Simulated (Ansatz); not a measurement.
**Question.** Name a neutral molecule of C, N, O and H with LUMO energy (PBE0/def2-TZVPP) between -0.70 and -0.40 eV and size of the dipole moment (PBE/def2-TZVPP) between 0.45 and 0.75 D (Ansatz, PBE0-D4/def2-TZVP geometry).

**Answer.** `N=C=C(N)O` (-0.57 eV, 0.68 D). Other molecules can fit too; these were computed, each in one conformer that needn't be the lowest.
